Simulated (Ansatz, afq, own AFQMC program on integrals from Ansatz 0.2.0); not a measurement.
# Pt, triplet → Pt, singlet

A free Pt atom.

E(singlet, charge +0) − E(triplet, charge +0) at this geometry, on UHF and RHF determinants.

Basis def2-SVP with its core potentials. Noble-gas cores (and the filled d shells of Ga–Kr and In–Xe) are frozen. Integrals, coupled cluster, full CI and functionals: Ansatz 0.2.0; the random walks run on the same integrals in our own AFQMC program. ph-AFQMC/CISD is guided by a CISD state made of CCSD amplitudes; releasing the constraint for a short imaginary time cuts its bias at the price of noise, slowly where states lie close. Uncertainties: one standard error, sampling alone. No spin–orbit coupling. The metal's outer-core s and p shells are frozen, which shifts wave-function levels against functionals. The errors of all members are added in quadrature.

No full CI on the walks' own integrals is used here; CCSDTQ serves as the reference and is uncertain by about the last step of the cluster series. Each member takes its own surest rung, up to full CI.

Errors are counted within def2-SVP, not against nature.

Cautions: no spin-orbit coupling; outer-core shells of the metal frozen; Pt (triplet): the released energies have errors that jump between times, so the bars are unsure, so no released level is given (meV from the phaseless value at times in 1/Eh: -8.4 ± 1.4 at 0.60, -10.7 ± 2.0 at 1.20, -13.3 ± 1.9 at 2.00, -17 ± 3 at 3.00, -11 ± 5 at 4.20), though the last usable value meets CCSDTQ within the noise; Pt (singlet): another spin lies lower, restricted determinant unstable towards unrestricted (UHF 692 meV lower, ⟨S²⟩ 1.01), the released energies rise steadily instead of settling, so no released level is given (meV from the phaseless value at times in 1/Eh: -24 ± 3 at 0.60, -18 ± 4 at 1.20, -12 ± 4 at 2.00, 3 ± 7 at 3.00, 4 ± 15 at 4.20), the ph-AFQMC/CISD walk drifts between its halves (2.3 errors), CCSDTQ on the UHF determinant differs (351 meV lower), perhaps since the unrestricted series falls towards higher spin, its ph-AFQMC/CISD value lies 82 ± 4 meV below CCSDTQ.

```csv
level,vertical spin gap (kJ/mol)
MP2,37.4
HF,95.8
```

Problem. From these cheaper values, estimate the vertical spin gap at the reference level in def2-SVP.

Solution. 41.0 kJ/mol (CCSDTQ in def2-SVP).

```json
{"level": "CCSD", "vertical spin gap (kJ/mol)": "50.3", "error against CCSDTQ (kJ/mol)": "9.3"}
{"level": "CCSD(T)", "vertical spin gap (kJ/mol)": "42.5", "error against CCSDTQ (kJ/mol)": "1.5"}
{"level": "CCSDT", "vertical spin gap (kJ/mol)": "40.7", "error against CCSDTQ (kJ/mol)": "-0.3"}
{"level": "CCSDT(Q)", "vertical spin gap (kJ/mol)": "41.5", "error against CCSDTQ (kJ/mol)": "0.5"}
{"level": "ph-AFQMC/HF", "vertical spin gap (kJ/mol)": "-3.3 ± 2.8", "error against CCSDTQ (kJ/mol)": "-44.4 ± 2.8"}
{"level": "ph-AFQMC/CISD", "vertical spin gap (kJ/mol)": "31.8 ± 0.4", "error against CCSDTQ (kJ/mol)": "-9.2 ± 0.4"}
```

Correlation beyond CCSD(T) takes off 1.5 kJ/mol. The perturbative (T) step is worth −7.8 kJ/mol.

CCSDT and higher add their correlation energy to the determinant of the CCSD(T) run, since their own runs factorise the integrals more tightly (a shift of under 2 meV). A walk keeps the symmetry of its determinant, which the program's search chose and which needn't be the lowest solution, so a lower state of the same spin and another symmetry isn't excluded.
